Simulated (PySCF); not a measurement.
Below is a simulated gas-phase Si 2p photoelectron spectrum of `[H]B([H])C[SiH3]` (BH2(CH2SiH3)).

Every computed line was given a Gaussian of 0.7 eV full width at half maximum and an area set by the number of equivalent atoms (split 2:1 within a doublet); the highest printed point is 100. Level of theory: delta-SCF UKS SCAN, pcX-2 on the ionised atom, pcseg-1 elsewhere, spin-free X2C in PySCF.

| binding energy (eV) | intensity |
| --- | --- |
| 106.0 | 0 |
| 106.1 | 1 |
| 106.2 | 3 |
| 106.3 | 7 |
| 106.4 | 13 |
| 106.5 | 25 |
| 106.6 | 41 |
| 106.7 | 60 |
| 106.8 | 79 |
| 106.9 | 93 |
| 107.0 | 100 |
| 107.1 | 99 |
| 107.2 | 91 |
| 107.3 | 82 |
| 107.4 | 73 |
| 107.5 | 65 |
| 107.6 | 58 |
| 107.7 | 50 |
| 107.8 | 41 |
| 107.9 | 30 |
| 108.0 | 20 |
| 108.1 | 12 |
| 108.2 | 7 |
| 108.3 | 3 |
| 108.4 | 1 |
| 108.5 | 1 |
| 108.6 | 0 |

Problem. Count the maxima, the lines and the sites behind this envelope.

Solution. The curve has 1 maximum (at 107.0 eV). Under it lie 2 lines from 1 inequivalent silicon site, drawn as a 2p3/2, 2p1/2 pair. At this width some lines have no maximum of their own.

Problem. Decompose the envelope and assign each component. Bonds: B1–C4, C4–Si5. Hydrogens: H2, H3 on B1; H6, H7 on C4; H8, H9, H10 on Si5.

Solution. 
| position (eV) | relative area | line | atoms | environment |
| --- | --- | --- | --- | --- |
| 106.99 | 0.67 | Si 2p3/2 | Si5 | silicon bonded to C and 3 H |
| 107.61 | 0.33 | Si 2p1/2 | Si5 | silicon bonded to C and 3 H |

Problem. What are the centre and the root-mean-square width of the whole band?

Solution. The area-weighted mean of the lines is 107.19 eV. Their own spread about it is 0.29 eV (rms) and each Gaussian has σ = 0.7/2.355 = 0.30 eV; the variances add, which gives 0.42 eV.

The curve has no shake-up lines and no vibrational structure. Spin–orbit coupling isn't in the SCF: each 2p doublet comes from a relaxed spin-free hole plus a matrix of the shell (mean-field spin–orbit coupling and the ground-state 2p splitting), with 2p3/2 averaged over its two sublevels. 2p1/2 minus 2p3/2 (ligand field included): Si 0.62 eV. One conformer (not necessarily the lowest) at the PBE0-D3(BJ)/def2-SVP geometry, without solvent, vibrations or thermal averaging.
